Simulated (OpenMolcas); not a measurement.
## How methods differ on BHF2 (SMILES FBF)

The species is BHF2 (4 atoms), meant as a singlet with charge 0. SMILES: `FBF`. The shape is that of a PBE0-D4/def2-TZVP optimisation.

```xyz
4

F     1.1543    0.4569   -0.3619
B    -0.0019   -0.0310    0.0252
F    -1.0954    0.5287   -0.4389
H    -0.0570   -0.9546    0.7756
```

Each level gives the energy change with the F1–B2 bond stretched from 1.313 to 2.298 Å (eV). The values are calculated.

| level | kind | program | value (eV) | less FCI/STO-3G | CPU time (all runs) |
| --- | --- | --- | --- | --- | --- |
| HF/STO-3G (restricted) | Hartree–Fock | OpenMolcas | 8.00 | +2.62 | 3.1 s |
| PBE/STO-3G (restricted) | GGA | OpenMolcas | 5.97 | +0.59 | 8.3 s |
| B3LYP/STO-3G (restricted) | global hybrid | OpenMolcas | 6.39 | +1.01 | 7.2 s |
| M06-2X/STO-3G (restricted) | hybrid meta-GGA | OpenMolcas | 7.05 | +1.67 | 9 s |
| B2PLYP/STO-3G (restricted) | double hybrid | OpenMolcas | 6.51 | +1.13 | 7.3 s |
| MP2/STO-3G (restricted) | perturbation theory | OpenMolcas | 6.67 | +1.29 | 3.2 s |
| ACPF/STO-3G (restricted) | coupled cluster or CI | OpenMolcas | 4.41 | -0.97 | 3.8 s |
| FCI/STO-3G | exact in the basis | OpenMolcas | 5.38 | 0.00 | 3.3 min |

FCI/STO-3G is exact within its basis and frozen core, so for wave-function methods in that basis the difference is their error; functionals converge differently with the basis, so for them it is only a difference. A spin-restricted reference rises too steeply as a bond breaks; here HF/STO-3G, PBE/STO-3G, B3LYP/STO-3G, M06-2X/STO-3G, B2PLYP/STO-3G, MP2/STO-3G lie well above the multireference or unrestricted value. The first shape isn't each level's own minimum. The values span 4.41 to 8.00 eV. All rows use very small basis sets, so none should be taken for the real molecule's value. Times are those of the runs behind each value, whatever else they computed, on shared processors of several kinds: orders of magnitude only.
